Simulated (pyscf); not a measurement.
## Addition across a multiple bond or ene-type step: H₃C–Al(CH₃)–NH₂ + ethylene (H₂C=CH₂) → H₃C–Al(CH₃)–CH₂–CH₂–NH₂

Gas phase, singlet surface, charge 0. Bonds broken: Al2–N4. Bonds formed: Al2–C13, N4–C14. PySCF, gas phase, ωB97X-D3(BJ)/def2-SVP geometries.

Transition state (Å):

```xyz
18

C     -0.1370     1.8714    -1.0037
Al    -0.6745     0.0535    -0.4721
C     -1.7153    -1.1364    -1.6456
N     -1.2214    -0.0470     1.3427
H      0.4441     1.8769    -1.9428
H     -1.0174     2.5185    -1.1708
H      0.4848     2.3676    -0.2369
H     -1.2221    -1.2971    -2.6206
H     -2.7145    -0.7157    -1.8604
H     -1.8767    -2.1335    -1.1977
H     -1.2335     0.7799     1.9372
H     -1.9854    -0.6556     1.6312
C      1.1610    -1.0210     0.0542
C      0.6629    -1.0368     1.3553
H      1.0971    -1.9316    -0.5501
H      1.9489    -0.3062    -0.2043
H      1.0346    -0.3345     2.1055
H      0.1956    -1.9358     1.7649
```

One imaginary mode, 414i cm⁻¹; descent along it reached the two sides named, in the forms told below.

| bond | change | reactant side (Å) | saddle | product side |
|---|---|---|---|---|
| Al2–N4 | breaks | 1.794 | 1.898 | 2.092 |
| Al2–C13 | forms | 2.8 | 2.191 | 2.011 |
| N4–C14 | forms | 3.2 | 2.129 | 1.515 |

Electronic energies relative to the separated reactants (kcal/mol):

```csv
level,barrier,reaction energy,reverse barrier
ωB97X-D3(BJ)/def2-TZVP,8.8,-13.6,22.4
PBE/def2-TZVP,7.9,-8.3,16.2
r²SCAN/def2-TZVP,6.7,-9.6,16.3
B3LYP-D3(BJ)/def2-TZVP,10.7,-6.2,16.9
PBE0-D3(BJ)/def2-TZVP,6.6,-14.3,20.9
M06-2X/def2-TZVP,10.7,-9.6,20.3
ωB97M-D3(BJ)/def2-TZVP,11.4,-9.1,20.5
HF/def2-TZVP,26.1,+1.1,25.0
```

With ωB97M-D3(BJ)/def2-TZVP energies and thermal terms (ideal gas, 1 atm, RRHO with modes under 100 cm⁻¹ raised to 100, one conformer, R ln 2 for chiral ones without a mode under 150 cm⁻¹), in kcal/mol:

```
T (K)   ΔH‡   ΔG‡    ΔH     ΔG
-----  ----  ----  ----  -----
298    12.0  23.9  -5.9   +6.0
600    12.3  35.9  -5.9  +18.1
900    12.9  47.6  -5.2  +30.0
1200   13.5  59.1  -4.2  +41.6
```

On the reactant side the descent ends in a complex, 7.6 kcal/mol under the separated species and 16.3 kcal/mol under the saddle at ωB97X-D3(BJ)/def2-TZVP. What is counted as broken (Al–N) persists as a longer contact in the product adduct; parting that adduct is a step of its own. H₃C–Al(CH₃)–CH₂–CH₂–NH₂ is closed by a dative Al–N contact. H₃C–Al(CH₃)–CH₂–CH₂–NH₂ lies 12.5 kcal/mol over its isomer H₃C–CH₂–CH₂–Al(CH₃)–NH₂ (electronic energy, ωB97M-D3(BJ)/def2-TZVP). This is the saddle that the search found; another between the same sides may lie lower.
